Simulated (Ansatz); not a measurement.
Si₃H₂⁻, relaxed as a doublet with UKS B3LYP-D4/def2-TZVPD in Ansatz, starting from the GFN1-xTB geometry. Force threshold 0.02 eV/Å.

The relaxation made no stability test and no search for a lower SCF solution. Another isomer (doublet) lies 0.47 eV lower at PBE0-D4/def2-TZVPD; other spin states weren't run for this one.

Start:

```tsv
atom	x (Å)	y (Å)	z (Å)
Si1	0.7508	-2.0437	-0.0628
Si2	-1.0341	1.6069	-1.0131
Si3	0.0580	0.0412	0.0790
H4	0.7469	-2.4312	1.3596
H5	-0.5216	2.8267	-0.3628
```

Problem. Estimate the energy that the relaxation releases and the steps that it takes.

Solution. 7.4 kJ/mol, in 8 steps; 16 s on 4 threads of Arm Neoverse V1 on a shared host. No frequencies were taken in this run, so the end may be a saddle point.

Problem. Does the start keep its bonding?

Solution. By distances, no bond broke or formed. The bond that changes most is Si1–H4, from 1.47 to 1.53 Å (atoms count from 1).

Problem. Predict the relaxed structure.

Solution. 
```
atom    x (Å)    y (Å)    z (Å)
 Si1   0.7725  -2.1085  -0.0843
 Si2  -1.0616   1.6591  -1.0870
 Si3  -0.0320  -0.0399  -0.0994
  H4   0.7607  -2.2274   1.4420
  H5  -0.4397   2.7167  -0.1713
```
Bond lengths: 2 × Si–Si 2.22 Å; 2 × H–Si 1.53 Å.
